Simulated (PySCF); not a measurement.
Point-charge models of `[C-]#[N+]C#CC` (propynyl isocyanide) against its computed dipole.

Coordinates (GFN2-xTB, Å) and charges (e) from the PBE0/pcSseg-1 density (PySCF):

```csv
atom,x,y,z,Mulliken,IAO,Hirshfeld,ESP-fitted
C1,3.558,0.356,-0.132,+0.0202,-0.0287,-0.0576,-0.4992
N2,2.403,0.241,0.033,-0.3965,-0.0851,-0.0421,+0.8356
C3,1.126,0.113,0.216,+0.1585,+0.0164,-0.0011,-0.7657
C4,-0.061,-0.005,0.385,-0.1352,-0.0090,-0.0152,+0.4387
C5,-1.479,-0.146,0.588,-0.1257,-0.4369,-0.0884,-0.5935
H6,-2.004,0.707,0.157,+0.1596,+0.1811,+0.0681,+0.1948
H7,-1.834,-1.059,0.109,+0.1596,+0.1811,+0.0681,+0.1948
H8,-1.700,-0.197,1.654,+0.1596,+0.1811,+0.0682,+0.1946
```

Q: Compute μ = Σ q r for each scheme (1 e·Å = 4.803 D) and compare with the dipole of the full density.

A: The full density gives (-4.11, -0.41, 0.59) D, 4.18 D in size; dipole vectors point from the negative to the positive end.

| scheme | μx | μy | μz | size (D) | share of the full size (%) | angle to the full dipole (°) |
| --- | --- | --- | --- | --- | --- | --- |
| Mulliken | -6.69 | -0.67 | 0.96 | 6.79 | 163 | 0 |
| IAO | -3.09 | -0.31 | 0.44 | 3.14 | 75 | 0 |
| Hirshfeld | -2.66 | -0.26 | 0.38 | 2.70 | 65 | 0 |
| ESP-fitted | -4.12 | -0.41 | 0.59 | 4.18 | 100 | 0 |

Q: Which set comes closest?

A: Length of the difference vector: ESP-fitted 0.00 D, IAO 1.04 D, Hirshfeld 1.48 D, Mulliken 2.61 D. Closest: ESP-fitted. ESP charges are fitted to the potential around the molecule, whose slowest-falling term is the dipole's. The schemes that divide the density aren't constrained to reproduce the dipole.

Q: What is left for the Hirshfeld atoms' own dipoles?

A: The Hirshfeld atoms' densities add up to the full density, so μ = Σ q r + Σ (atomic dipoles). The atomic dipoles sum to (-4.11, -0.41, 0.59) − (-2.66, -0.26, 0.38) = (-1.45, -0.15, 0.21) D, 1.48 D in size.

Q: With the origin at the mean of the coordinates, (0.001, 0.001, 0.376) Å, which are the largest single terms, by size, of the Mulliken dipole along the direction of the full one?

A: N2 +4.64, H6 +1.44, H7 +1.44, H8 +1.44, C5 -0.91 D; all 8 atoms together +6.79 D. The single terms depend on the origin, their sum doesn't.

Q: Give the size of the full dipole in other units.

A: 4.18 D = 1.643 au = 0.869 e·Å = 13.93 × 10⁻³⁰ C·m.

Isolated species at its GFN2-xTB geometry, gas phase.
